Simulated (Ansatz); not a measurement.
# H₂S (triplet): wave-function methods side by side at distance H1–H2 along a hydrogen transfer = 0.974 Å, cc-pVDZ

Aim: climb from Hartree-Fock through coupled cluster and multireference methods for H₂S (triplet) at one geometry and basis, and see what each rung misses.

Program: Ansatz 0.2.0, Gaussian basis. Level of theory: cc-pVDZ, core rule «outside noble gas», up to 5 orbitals frozen. These are calculated values, not measurements.

To be run: UHF; CCSD(T) on ROHF; CCSD(T) on UHF; BCCD(T) on ROHF; CISD; CCSDT(Q) on ROHF; CCSDT(Q) on UHF; CCSDTQ on ROHF; CCSDTQ on UHF; CASSCF and MRCISD+Q, 4 electrons in 4 orbitals; CASSCF and NEVPT2, 4 electrons in 4 orbitals; CASSCF and MRCISD+Q, 8 electrons in 6 orbitals; CASSCF and MRCISD+Q(relaxed), 8 electrons in 6 orbitals; CASSCF and NEVPT2, 8 electrons in 6 orbitals.

## Step 1: What is computed

The geometry derives from fragments relaxed apart (PBE0/def2-TZVP) and kept rigid, so it is no stationary point. A hydrogen atom is moved between rigid fragments.

3 atoms, charge 0, spin multiplicity 3.

Atoms are counted from 1 here; the program's logs count them from 0.

Bond lengths: H2–S3 1.418 Å.

## Step 2: UHF

Input file in.yaml:

```yaml
crystal:
  periodic: [false, false, false]
  atoms:
    - {symbol: H, position_ang: [0.000000, 0.000000, -1.122000]}
    - {symbol: H, position_ang: [0.000000, 0.000000, -0.148000]}
    - {symbol: S, position_ang: [0.000000, 0.000000, 1.270000]}
basis:
  gaussian: {orbitals: cc-pVDZ}
magnetization: {spin_polarized: true, initial_magnetization: 2}
hamiltonian: {xc: hf}
output: {orbitals: {seedname: orbitals}}
```

On the command line:

```sh
ansatz run in.yaml --threads 1 --pin off --events-out ev --progress --plain --max-ram 4096MiB --backend cpu
```

The runs that follow: CCSD(T) on ROHF; CCSD(T) on UHF; BCCD(T) on ROHF; CISD; CCSDT(Q) on ROHF; CCSDT(Q) on UHF; CCSDTQ on ROHF; CCSDTQ on UHF; CASSCF and MRCISD+Q, 4 electrons in 4 orbitals; CASSCF and NEVPT2, 4 electrons in 4 orbitals; CASSCF and MRCISD+Q, 8 electrons in 6 orbitals; CASSCF and MRCISD+Q(relaxed), 8 electrons in 6 orbitals; CASSCF and NEVPT2, 8 electrons in 6 orbitals.

Q: Predict the results of all the runs planned. Wanted: UCCSDTQ below the RHF energy; RMP2 from UCCSDTQ; UMP2 from UCCSDTQ; RCCSD from UCCSDTQ; RCCSD(T) from UCCSDTQ; UCCSD(T) from UCCSDTQ; RCCSDT(Q) from UCCSDTQ; UCCSDT(Q) from UCCSDTQ; NEVPT2 pair from UCCSDTQ.

As calculated:

```
                         quantity                                                                                                                                   value
     UCCSDTQ below the RHF energy                                                                                                                              -4.4114 eV
                RMP2 from UCCSDTQ                                                                                                                            +72.2 kJ/mol
                UMP2 from UCCSDTQ                                                                                                                            +75.5 kJ/mol
               RCCSD from UCCSDTQ                                                                                                                             +9.7 kJ/mol
            RCCSD(T) from UCCSDTQ                                                                                                                             +1.9 kJ/mol
            UCCSD(T) from UCCSDTQ                                                                                                                             +1.9 kJ/mol
           RCCSDT(Q) from UCCSDTQ                                                                                                                             +0.1 kJ/mol
           UCCSDT(Q) from UCCSDTQ                                                                                                                             +0.1 kJ/mol
         NEVPT2 pair from UCCSDTQ                                                                                                                            +64.8 kJ/mol
       MRCISD+Q pair from UCCSDTQ                                                                                                                             -0.7 kJ/mol
      NEVPT2 valence from UCCSDTQ                                                                                                                            +81.3 kJ/mol
levels within 1 kcal/mol (43 meV)  RCCSD(T), UCCSD(T), BCCD(T), RCCSDT, UCCSDT, RCCSDT(Q), UCCSDT(Q), RCCSDTQ, MRCISD+Q pair, MRCISD+Q valence, MRCISD+Q(relaxed) valence
                    T1 diagnostic                                                                                                                                   0.027
   effectively unpaired electrons                                                                                                                                    2.01
```

In words: RCCSD(T) misses by +1.9 kJ/mol, 0.5 % of the correlation energy. One determinant dominates. Of the multireference levels listed MRCISD+Q pair comes nearest in total energy (-0.7 kJ/mol), which doesn't show that its space is the better one. These misses are within one basis, not against nature; the frozen cores of restricted and unrestricted runs differ, which can shift their rows.
